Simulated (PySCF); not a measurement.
Species: 2-butenal, C4H6O.
Z-matrix (Å and degrees, PBE0-D3(BJ)/def2-TZVP geometry), rows numbered from 1:
```
C 
C   1  1.4826
C   2  1.3336  1  125.82
C   3  1.4606  2  120.60  1   179.91
O   4  1.2056  3  124.75  2  -179.65
H   1  1.0904  2  111.89  3     0.12
H   1  1.0946  2  110.54  3  -121.14
H   1  1.0945  2  110.54  3   121.41
H   2  1.0901  1  116.57  3   179.98
H   3  1.0862  2  122.22  1    -0.01
H   4  1.1130  3  114.40  2     0.22
```

All values: wB97X-D/pcSseg-2 (PySCF, non-relativistic), on one gas-phase PBE0-D3(BJ)/def2-TZVP geometry that isn't relaxed in the solvent. The solvent is an IEF-PCM continuum (cavity from Bondi-type radii × 1.2). Only the electrostatic response of the medium enters.

Gas phase at wB97X-D/pcSseg-2: HOMO -9.31 eV, LUMO 0.20 eV, dipole 4.21 D.

Task: What does the continuum do to the energy, the frontier levels and the dipole at wB97X-D/pcSseg-2 in chloroform?

Result: 
```csv
solvent,ε,E(solvent) − E(gas) (kJ/mol),polarisation term (kJ/mol),distortion of the solute (kJ/mol),HOMO (eV),LUMO (eV),dipole (D)
chloroform,4.711,-18.80,-22.28,3.48,-9.44,0.26,5.21
```

Polarisation term: ½ Σ q·V over the induced surface charges. Distortion: the rise of the solute's own energy as its density leaves the gas-phase optimum.

Task: Which radius a makes the point-dipole formula ΔE = −[(ε − 1)/(2ε + 1)]·μ²/a³ give the value in chloroform, with the gas-phase dipole?

Result: μ = 1.657 au and |ΔE| = 0.00716 Eh give a = 2.72 Å; the farthest nucleus lies 3.14 Å from the centroid of the nuclei, so such a sphere wouldn't even hold the nuclei. The formula assumes a rigid point dipole at the centre of a sphere.

Note: wB97X-D ran without an empirical dispersion term, which enters the total energy and its gradient alone.
